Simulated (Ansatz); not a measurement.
This Ansatz (a program for electronic structure) input (PBE/aug-cc-pV(T+d)Z) gives -441.99559 Eh with 147 basis functions. A basis named .json is the Basis Set Exchange file of that set (core-valence sets with the plain set on hydrogen).

Ansatz 0.2 input:
```yaml
crystal:
  periodic: [false, false, false]
  atoms:
    - {symbol: Al, position_ang: [-0.00224844, 0.48080362, 0.00489246]}
    - {symbol: F, position_ang: [1.43233011, -0.34050959, -0.00814095]}
    - {symbol: F, position_ang: [-1.42908236, -0.35398453, 0.00107407]}
basis:
  gaussian:
    orbitals: aug-cc-pV_T+d_Z.json
hamiltonian:
  xc: {name: PBE}
magnetization: {spin_polarized: true, initial_magnetization: 1}
```

Change:
```diff
- orbitals: aug-cc-pV_T+d_Z.json
+ orbitals: 6-31+G_.json
```

What does the run give now?

-441.89352 Eh (PBE/6-31+G*, 61 functions), a change of +102.07 mEh.
